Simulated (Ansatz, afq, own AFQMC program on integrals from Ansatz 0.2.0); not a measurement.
## H₂S, triplet in cc-pVTZ, levels against CCSDT(Q)

```xyz
3

H     0.0000    0.0000   -1.0457
H     0.0000    0.0000   -0.3007
S     0.0000    0.0000    1.3463
```

Basis cc-pVTZ. Noble-gas cores (and the filled d shells of Ga–Kr and In–Xe) are frozen. AFQMC by an in-house program on the Cholesky factors that Ansatz 0.2.0 writes for its CCSD(T) run. ph-AFQMC/CISD is guided by a CISD state made of CCSD amplitudes; releasing the constraint for a short imaginary time cuts its bias at the price of noise, slowly where states lie close. ± is one standard error of the sampling.

Determinant: UHF, the one that the program's search chose, which needn't be the lowest solution. The geometry is a point of a scan.

No full CI on the walks' own integrals is used here; CCSDT(Q) serves as the reference and is uncertain by about the last step of the cluster series.

Cautions: lower spins were not checked.

```
T1 diagnostic                               : 0.0124
weight of the determinant in the CISD state : 0.912
⟨S²⟩ of the determinant                     : 2.024
size of the correlated space                : 8 electrons in 57 orbitals
```

Reference: CCSDT(Q), correlation energy -5.359 eV. The released energy is read at 2.40 1/Eh (meV from the phaseless value at times in 1/Eh: -2 ± 3 at 0.24, -8.7 ± 2.0 at 0.51, -13.4 ± 1.8 at 0.99, -13.2 ± 1.6 at 1.62, -14.4 ± 2.0 at 2.40).

| level | E − E(reference) (kJ/mol) | share of correlation (%) |
| --- | --- | --- |
| HF | 517.1 | 0.00 |
| MP2 | 96.0 | 81.44 |
| CCSD | 19.0 | 96.33 |
| CCSD(T) | 2.9 | 99.44 |
| CCSDT | 0.5 | 99.90 |
| ph-AFQMC/CISD | 1.2 ± 0.2 | 99.76 |
| released AFQMC | -0.1 ± 0.2 | 100.03 |

A walk keeps the symmetry of its determinant, which the program's search chose and which needn't be the lowest solution, so a lower state of the same spin and another symmetry isn't excluded. Released energies are given only where the last usable release times agree within the noise; a slower fall can still hide under it.
